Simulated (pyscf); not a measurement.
Structures and frequencies: ωB97X-D3(BJ)/def2-SVP in PySCF.

Task: Estimate by transition-state theory the rate constant of HS–Ga(Cl)–Cl (SMILES [SH][Ga]([Cl])[Cl]) + H₂ (SMILES [H][H]) → HS–GaH–Cl (SMILES [SH][GaH][Cl]) + HCl (SMILES Cl) (singlet surface; Cl–Ga, H–H broken, Ga–H, Cl–H formed) at 900 K, with ωB97M-D3(BJ)/def2-TZVP energies (ideal gas, 1 atm, RRHO with modes under 100 cm⁻¹ raised to 100, one conformer, R ln 2 for chiral ones without a mode under 150 cm⁻¹; no tunnelling).

Result: The electronic barrier is 34.3 kcal/mol and the thermal terms add +26.0, so ΔG‡ = 60.3 kcal/mol. With k_BT/h = 1.88e+13 s⁻¹ and RT = 1.788 kcal/mol, and a volume of 1.23e-19 cm³ per molecule at 1 atm, k = 5.2e-21 cm³ molecule⁻¹ s⁻¹. Wigner's tunnelling factor for 1137i cm⁻¹ would be 1.14. A shift of 1 kcal/mol in the barrier changes k by a factor 1.7. On the product side the descent ends in a complex, 7.2 kcal/mol under the separated species and 17.9 kcal/mol under the saddle at ωB97X-D3(BJ)/def2-TZVP. This is the saddle that the search found; another between the same sides may lie lower. Elements up to Kr have no core potential and no relativistic terms here.
